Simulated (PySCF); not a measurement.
Compound: 1-chloro-2-methylbutane, C5H11Cl.
Geometry (PBE0-D3(BJ)/def2-SVP, Å), atoms numbered from 1 in this order:
```
atom  x, y, z in Å
C1     1.8303    0.2091    0.6719
C2     0.5330   -0.3203    0.0790
C3    -0.7503    0.2641    0.6822
C4    -1.9764   -0.5226    0.2394
C5    -0.8745    1.7389    0.3288
Cl6   -2.2279    2.5411    1.1860
H7     2.7008   -0.3091    0.2428
H8     1.8591    0.0582    1.7628
H9     1.9719    1.2845    0.4843
H10    0.4966   -1.4145    0.2120
H11    0.5221   -0.1572   -1.0141
H12   -0.6706    0.2014    1.7828
H13   -2.8965   -0.0841    0.6510
H14   -1.9144   -1.5693    0.5729
H15   -2.0637   -0.5252   -0.8600
H16   -1.0568    1.8717   -0.7484
H17    0.0293    2.2992    0.5995
```

Method: PySCF, PBE0-D3(BJ)/def2-SVP geometry optimisation, gas phase.

Take the most abundant isotopes and a rigid rotor. The values belong to one conformer with, in the numbering `[CH3:1][CH2:2][C@H:3]([CH3:4])[CH2:5][Cl:6]`, C1–C2–C3–C4 -168°, C2–C3–C5–Cl6 -172°.

(1) Give the principal moments of inertia and the rotational constants in MHz.

(2) Classify the top.

(3) What does the inertial defect say?

(4) Where do the levels up to J = 3 lie, in MHz?

(5) Which types of transition are allowed, and where do some lines up to J = 4 fall?

(6) Estimate the classical rotational partition function at 100 K, 298.15 K and 500 K.

## Answers

(1) Ia = 112.45, Ib = 335.40, Ic = 418.41 u·Å²; 505379 MHz·u·Å²/I gives A = 4494, B = 1507, C = 1208 MHz.

(2) An asymmetric top: κ = (2 × 1507 − 4494 − 1208)/(4494 − 1208) = -0.82.

(3) Not planar: Δ = Ic − Ia − Ib = -29.44 u·Å². For a rigid frame Δ = −2 Σ m c², so Σ m c² = 14.72 u·Å² lies off the ab plane: 9.52 from hydrogen and 5.21 from heavier atoms. The atom farthest from that plane is 1.58 Å away.

(4) Above 0(0,0):
J = 1: 1(0,1) 2715, 1(1,1) 5702, 1(1,0) 6001
J = 2: 2(0,2) 8123, 2(1,2) 10832, 2(1,1) 11729, 2(2,1) 20691, 2(2,0) 20713
J = 3: 3(0,3) 16182, 3(1,3) 18515, 3(1,2) 20308, 3(2,2) 28835, 3(2,1) 28941, 3(3,1) 44533, 3(3,0) 44533
Those of J = 1 are B + C, A + C and A + B.

(5) The dipole components are |μa| = 1.99 D, |μb| = 0.01 D, |μc| = 0.47 D. The squared components, which scale the intensities, stand as 1.00 : 0.00 : 0.06 (a : b : c). Some lines, for components of 0.1 D or more:

```tsv
type	branch	J(Ka,Kc)	MHz	lower level (cm⁻¹)
a	Q	4(2,2) ← 4(2,3)	313	1.323
a	Q	2(1,1) ← 2(1,2)	897	0.361
c	Q	4(1,4) ← 4(0,4)	1902	0.895
a	R	1(0,1) ← 0(0,0)	2715	0.000
c	Q	1(1,1) ← 1(0,1)	2987	0.091
a	R	2(1,2) ← 1(1,1)	5130	0.190
a	R	2(1,1) ← 1(1,0)	5728	0.200
c	Q	4(2,3) ← 4(1,3)	7959	1.058
a	R	3(2,1) ← 2(2,0)	8229	0.691
c	Q	2(2,1) ← 2(1,1)	8962	0.391
c	R	2(1,1) ← 1(0,1)	9015	0.091
a	R	4(1,4) ← 3(1,3)	10221	0.618
a	R	4(0,4) ← 3(0,3)	10652	0.540
a	R	4(2,3) ← 3(2,2)	10842	0.962
a	R	4(3,2) ← 3(3,1)	10899	1.485
a	R	4(2,2) ← 3(2,1)	11049	0.965
c	R	4(1,3) ← 3(0,3)	15537	0.540
c	Q	3(3,1) ← 3(2,1)	15591	0.965
c	R	4(2,2) ← 3(1,2)	19683	0.677
c	R	4(2,3) ← 3(1,3)	21162	0.618
c	R	4(3,1) ← 3(2,1)	26496	0.965
```

(6) Point group C1, symmetry number σ = 1; q = (√π/σ)·√((kT/h)³/(ABC)), k/h = 20836.6 MHz/K: 58900 at 100 K, 303000 at 298.15 K, 659000 at 500 K.

Stationary, but not proved a minimum. These are rigid-rotor constants of the computed structure; measured ground-state constants (B0) also hold zero-point vibration. A rigid rotor knows nothing of internal rotation, which can split or shift real lines. Quadrupole hyperfine structure (35Cl) is left out.
